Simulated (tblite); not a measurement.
Species: C₃H₄NS (charge -1).
Geometry (GFN2-xTB, Å), atoms numbered from 1 in this order:
```
atom  x, y, z in Å
N1     2.4963    0.5048   -0.7303
C2     1.5192   -0.0214   -0.4228
C3     0.2691   -0.5889   -0.0371
C4    -0.8067    0.5063    0.1872
S5    -2.3646   -0.2403    0.6722
H6     0.3849   -1.1555    0.8916
H7    -0.0887   -1.2719   -0.8135
H8    -0.9356    1.0778   -0.7413
H9    -0.4603    1.1951    0.9688
```

Calculated harmonic vibrations of the isolated species, GFN2-xTB (tblite), most abundant isotopes, no scaling. Against measured fundamentals such values can be off by several per cent, at times by over 20. One conformer, not necessarily the lowest.

Harmonic wavenumbers (cm⁻¹): 79.1, 146.1, 266.8, 386.6, 492.3, 744.2, 759.4, 942.0, 949.7, 1009.2, 1081.7, 1202.9, 1229.3, 1266.5, 1431.2, 1474.1, 2341.9, 2843.7, 2880.1, 2939.7, 2955.5.

A = 26659, B = 1568, C = 1509 MHz; mass 86.006 u (most abundant isotopes); point group Cs, symmetry number 1.

Q: What is the zero-point energy?

A: Half the sum of the wavenumbers: 13711 cm⁻¹ = 39.20 kcal/mol.

Q: Give the ideal-gas entropy at 273.15 K and 1 bar in the rigid-rotor, harmonic-oscillator model (classical rotation).

A: Translation 38.86, rotation 25.77, vibration 9.96: S = 74.6 cal/(mol K).

Q: And Cp and H(273.15 K) − H(0)?

A: Cp = 18.99 cal/(mol K), of which vibrations give 11.04 (their classical limit is 21 R = 41.7); H(273.15 K) − H(0) = 3.66 kcal/mol without the zero-point energy, 1.49 from vibrations.

Q: Blend soft modes into free rotors: weight 1/[1 + (100 cm⁻¹/ν̃)⁴] for the oscillator and the rest for a rotor with moment μB/(μ + B), μ = h/(8π²ν), B = 10⁻⁴⁴ kg m². What vibrational entropy results?

A: 9.41 cal/(mol K) in place of 9.96, which changes −T·S at 273.15 K by +0.15 kcal/mol.

Q: Which modes carry the vibrational entropy at 273.15 K?

A: 79.1 cm⁻¹: 3.74; 146.1 cm⁻¹: 2.56; 266.8 cm⁻¹: 1.47; 386.6 cm⁻¹: 0.89; 492.3 cm⁻¹: 0.57; 744.2 cm⁻¹: 0.20 cal/(mol K); the other 15 give 0.54 together.

Q: How do the functions run with temperature in this model?

A: 
| T (K) | S (cal/(mol K)) | Cp (cal/(mol K)) | H − H(0) (kcal/mol) | G − H(0) (kcal/mol) | ln q(vib) |
| --- | --- | --- | --- | --- | --- |
| 100 | 59.6 | 12.1 | 0.98 | -4.98 | 0.54 |
| 200 | 69.2 | 16.0 | 2.39 | -11.45 | 1.53 |
| 300 | 76.4 | 20.1 | 4.19 | -18.74 | 2.53 |
| 500 | 88.6 | 27.8 | 9.02 | -35.28 | 4.56 |
| 800 | 103.4 | 35.2 | 18.57 | -64.17 | 7.54 |
| 1000 | 111.7 | 38.5 | 25.96 | -85.70 | 9.41 |

q(vib) and H(0) count from the zero-point level.

Q: What must be added to the electronic energy to get the Gibbs energy at 273.15 K and 1 bar?

A: ZPE + [H(273.15 K) − H(0)] − T·S = 39.20 + 3.66 − 20.38 = 22.48 kcal/mol.

Hindered rotation and anharmonicity are outside this model. Other conformers, if any are populated, would add a mixing term that is left out.
